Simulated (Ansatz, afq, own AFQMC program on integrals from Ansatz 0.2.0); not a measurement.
BH₄, doublet in cc-pVTZ, levels against CCSDT(Q)

```csv
atom,x (Å),y (Å),z (Å)
B,-0.2010,0.0000,0.0000
H,-0.7977,1.0336,0.0000
H,-0.7977,-1.0336,0.0000
H,1.5030,0.0000,0.0000
H,2.2480,0.0000,0.0000
```

Basis cc-pVTZ. Only valence electrons are correlated. Integrals, coupled cluster, full CI and functionals: Ansatz 0.2.0; the random walks run on the same integrals in our own AFQMC program. The CISD trial takes its coefficients from CCSD amplitudes. Released means that phaseless walkers are propagated on without the constraint, phases kept. Error bars are statistical, one sigma.

Determinant: UHF, the one that the program's search chose, which needn't be the lowest solution. The geometry is a point of a scan.

No full CI on the walks' own integrals is used here; CCSDT(Q) serves as the reference and is uncertain by about the last step of the cluster series.

The T1 diagnostic is 0.0120, the weight of the determinant in the CISD state is 0.930 and the ⟨S²⟩ of the determinant is 0.765. The size of the correlated space is 7 electrons in 85 orbitals.

Reference: CCSDT(Q), correlation energy -4.119 eV. The released energy is read at 2.40 1/Eh (meV from the phaseless value at times in 1/Eh: -2.1 ± 1.7 at 0.24, -4.4 ± 1.6 at 0.51, -5.2 ± 1.5 at 0.99, -6.1 ± 1.4 at 1.62, -8.5 ± 1.7 at 2.40).

```csv
level,E − E(reference) (kJ/mol),share of correlation (%)
HF,397.4,0.00
MP2,79.0,80.12
CCSD,9.0,97.74
CCSD(T),1.7,99.57
CCSDT,0.1,99.96
ph-AFQMC/HF,1.9 ± 1.8,99.53
ph-AFQMC/CISD,0.5 ± 0.2,99.87
released AFQMC,-0.3 ± 0.2,100.08
```

A walk keeps the symmetry of its determinant, which the program's search chose and which needn't be the lowest solution, so a lower state of the same spin and another symmetry isn't excluded. Released energies are given only where the last usable release times agree within the noise; a slower fall can still hide under it.
